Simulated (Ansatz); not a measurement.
Input for Ansatz (development build ahead of 0.2.0):

```yaml
crystal:
  periodic: [false, false, false]
  atoms:
    - { symbol: C, position_ang: [0.24389, -0.32958, -0.20826] }
    - { symbol: O, position_ang: [1.12945, 0.46295, 0.03871] }
    - { symbol: C, position_ang: [-1.17327, -0.08836, 0.15746] }
    - { symbol: H, position_ang: [0.58456, -1.23797, -0.72445] }
    - { symbol: H, position_ang: [-1.30846, 0.86592, 0.65792] }
    - { symbol: H, position_ang: [-1.75421, -0.13973, -0.76706] }
    - { symbol: H, position_ang: [-1.4831, -0.92029, 0.79538] }
basis:
  gaussian: { orbitals: def2-SVP }
total_charge: 1
magnetization:
  spin_polarized: true
  initial_magnetization: 1
hamiltonian:
  xc: hf
correlation:
  method: mp2
  frozen_orbitals: { C: 1, H: 0, O: 1 }
output:
  forces: true
```

The input is written out in the form of the current development build from the run's settings.

Results

- Converged: yes
- Reference energy: -152.47600 hartree
- Correlation energy: -0.40050 hartree
- Total energy: -152.87650 hartree
- Spin squared of the determinant: 0.775
- Stability test: minimum

Forces (eV/Å):
| atom | Fx | Fy | Fz |
| --- | --- | --- | --- |
| C1 | 0.270 | 0.737 | 0.325 |
| O2 | -0.220 | -0.221 | -0.074 |
| C3 | -0.017 | 0.038 | 0.022 |
| H4 | 0.144 | -0.519 | -0.286 |
| H5 | 0.001 | 0.280 | 0.140 |
| H6 | -0.128 | -0.043 | -0.294 |
| H7 | -0.048 | -0.273 | 0.166 |
